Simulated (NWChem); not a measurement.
# ethylene (C₂H₄); SMILES C=C

Program: NWChem. Pople sets run with spherical d functions. Each level has its own optimisation; frequencies are unscaled.

For level Hartree-Fock/6-31G*:

```yaml
highest harmonic frequency (cm⁻¹): 3420
lowest (cm⁻¹): 897
zero-point energy (kcal/mol): 34.3
```

Task: Estimate the same quantities for level Hartree-Fock/STO-3G.

Result: 
- highest harmonic frequency (cm⁻¹) = 3815
- lowest (cm⁻¹) = 948
- zero-point energy (kcal/mol) = 37.7
